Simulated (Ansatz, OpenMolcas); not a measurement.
## How basis sets differ on AlH (SMILES [AlH])

The species is AlH (2 atoms), meant as a singlet with charge 0. As SMILES, `[AlH]`. The shape comes from GFN2-xTB, which is rough for such elements, and wasn't checked as a minimum.

```tsv
atom	x (Å)	y (Å)	z (Å)
Al	0.0000	0.0000	0.0000
H	0.0000	0.0000	1.6135
```

Each level gives the energy change with the Al1–H2 bond stretched from 1.613 to 3.227 Å (eV). The values are calculated.

```
                   level                 kind     program  value (eV)
  MP2/3-21G (restricted)  perturbation theory      Ansatz        2.56
MP2/pcseg-0 (restricted)  perturbation theory  OpenMolcas        2.35
 MP2/6-311G (restricted)  perturbation theory  OpenMolcas        2.35
MP2/cc-pVTZ (restricted)  perturbation theory      Ansatz        2.87
```

The first shape isn't each level's own minimum. The values span 2.35 to 2.87 eV.
